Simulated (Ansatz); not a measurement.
Two isomers of C5H7F: A = `FC1=CCCC1`, B = `C=CC(=C)CF`.

Calculated with Ansatz (gas phase, PBE0-D4/def2-TZVP geometries, no zero-point term in ΔE). CCSD(T)/CBS is the MP2 limit (def2-TZVPP, def2-QZVPP) plus CCSD(T) − MP2 in def2-TZVPP, frozen cores. Functionals use def2-TZVPP. One conformer a species, not always the lowest.

A:

Z-matrix (Å, degrees):
```
C
C 1 1.544
C 1 1.500 2 103.5
H 1 1.093 2 111.8 3 -121.9
H 1 1.097 2 111.7 3 119.1
C 2 1.537 1 106.1 3 -19.8
H 2 1.090 1 112.6 3 -143.5
H 2 1.092 1 109.1 3 97.5
C 3 1.324 1 109.7 2 12.7
H 3 1.082 1 125.0 2 -170.4
H 6 1.097 2 112.8 1 -98.7
H 6 1.093 2 113.2 1 139.6
F 9 1.334 3 125.8 1 177.2
```

B:

```xyz
13

C     0.241    1.849   -0.744
C    -0.533    1.043   -0.018
C    -0.271   -0.359    0.279
C    -1.116   -1.077    1.020
C     0.981   -0.956   -0.280
F     1.118   -2.281    0.066
H    -0.035    2.882   -0.914
H     1.170    1.518   -1.196
H    -1.452    1.439    0.407
H    -2.018   -0.628    1.417
H    -0.926   -2.118    1.243
H     1.861   -0.419    0.093
H     0.980   -0.893   -1.374
```

(1) Which isomer does CCSD(T)/CBS put lower? Give the gap. (Best estimate.)

(2) Give E(B) − E(A) in kcal/mol with MP2/def2-TZVPP, r2SCAN-D4, B2PLYP, ωB97M-V, PBE-D4, CCSD(T)/def2-TZVPP, PBE0-D4. (Best estimate.)

Largest T1 diagnostic: 0.011.

Answers

(1) The calculation gave: A, by 15.7 kcal/mol.

(2) Computed: MP2/def2-TZVPP 18.2, r2SCAN-D4 16.6, B2PLYP 14.3, ωB97M-V 18.0, PBE-D4 17.5, CCSD(T)/def2-TZVPP 16.1, PBE0-D4 20.3. None reverses the order clearly.

In def2-TZVPP, CCSD(T) changes the Hartree–Fock value by +3.1 kcal/mol (the triples alone add −0.5 kcal/mol) and MP2 by +5.3 kcal/mol. From PBE to PBE0 (25 % exact exchange), in def2-TZVPP and without D4, E(B) − E(A) moves by +2.8 kcal/mol.
